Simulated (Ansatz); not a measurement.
The reference is Pt in the fcc (Cu type) structure (space group Fm-3m, No. 225; a = 3.918 Å).

Method: PBEsol/PAW in Ansatz (an electronic-structure program), no spin-orbit coupling, earlier PAW set.

Perturbation: Ni takes the place of Pt on all its sites; the structure is relaxed again.

Measured lattice parameter a: Pt 3.913 Å (static lattice; corrected from measurement; as listed in Daniel Mejia-Rodriguez, S. B. Trickey, Phys. Rev. B (2018)); Ni 3.508 Å (static lattice; corrected from measurement; as listed in Daniel Mejia-Rodriguez, S. B. Trickey, Phys. Rev. B (2018)).

Task: How well does PBEsol reproduce the measured shift?

Result: With PBEsol the lattice parameter a moves by -0.455 Å (3.918 → 3.463) against -0.405 Å measured.

The magnetic state is the one reached from the starting moments; the real material's order can differ, and small cells can't hold many antiferromagnetic ones. Stability against distortions was not tested. Spin-polarised in the final run: Ni; the other runs are not.
